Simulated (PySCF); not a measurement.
# C4H6F2: the cost of one run

Computed with PySCF 2.14.0, with density-fitted response routines of our own, on a single molecule in the gas phase. Atoms are numbered from 0 throughout.

## 1. Starting geometry

12 atoms, charge 0, multiplicity 1; geometry from: GFN2-xTB. The atoms were then displaced at random by about 0.01 Å, so the start is not that level's minimum.

Bonds of the start (Å): F0–C1 1.35, C1–C2 1.53, C2–F3 1.38, C2–C4 1.48, C4–C5 1.49, C5–C2 1.47, C1–H6 1.10, C1–H7 1.11, C4–H8 1.07, C4–H9 1.09, C5–H10 1.07, C5–H11 1.08.

## 2. Geometry optimisation at PBE0-D3(BJ)/def2-SVP

The job: settings as JSON, then the geometry in Å.

```
{"job": {"xc": "PBE0", "basis": "def2-SVP", "d3": "d3bj", "grid": 1, "shake": 0.01, "kind": "geom"}, "charge": 0, "multiplicity": 1}
F      1.503790     0.730540    -1.173670
C      1.465930     0.200710     0.071240
C      0.041720    -0.195080     0.451190
F      0.105450    -0.741500     1.714710
C     -1.136750     0.606960     0.065660
C     -0.916350    -0.746740    -0.525230
H      2.139610    -0.672820     0.055680
H      1.881540     0.960620     0.763440
H     -0.974410     1.487710    -0.523470
H     -1.919740     0.719910     0.820050
H     -0.609140    -0.821880    -1.544420
H     -1.541950    -1.556700    -0.184200
```

Command:

```
OMP_NUM_THREADS=1 python probes_run.py task.json out
```

This one command runs all jobs of the session in turn.

Q: Estimate the wall time and peak memory of this first job on 1 thread of Arm Neoverse V2, shared host.

About 41 s, with a peak of 0.48 GiB.
